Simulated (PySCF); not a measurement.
## Relaxation of singlet S₂F₂

Level of theory: PBE0/[S def2-TZVP, F def2-TZVP], no relativity, density fitting, PySCF. A (50,194) grid was used.

A hand-made T-shaped (ligand arrangement 2) start, of C2v symmetry, held to at least that symmetry:

```xyz
4
charge 0 multiplicity 1, angstrom
S     0.0000    0.0000   -0.6114
S     0.0000    0.0000    1.2686
F     1.6690    0.0000   -0.5531
F    -1.6690    0.0000   -0.5531
```

Problem. What forces act on the atoms at the start (eV/Å)?

Solution. 
| atom | Fx | Fy | Fz |
| --- | --- | --- | --- |
| S1 | 0.00 | 0.00 | 1.58 |
| S2 | 0.00 | 0.00 | 1.05 |
| F3 | 0.91 | 0.00 | -1.32 |
| F4 | -0.91 | 0.00 | -1.32 |

Problem. What does it relax to?

Solution. It ends at C2v with S–F 1.712 Å (×2), S–S 1.873 Å; F–S–F 169.1°, F–S–S 95.4° (×2). A frequency run shows 1 imaginary mode, down to 233i cm⁻¹, so it is a saddle point. Other isomers or separated fragments may lie lower.

Problem. How much energy is released, and in how many steps?

Solution. 28.4 kJ/mol in 3 steps.

The relaxation took 6 s on 4 threads of a shared Arm Neoverse V1 host, with 136 basis functions and 4 gradients; the process peaked at 0.79 GiB.
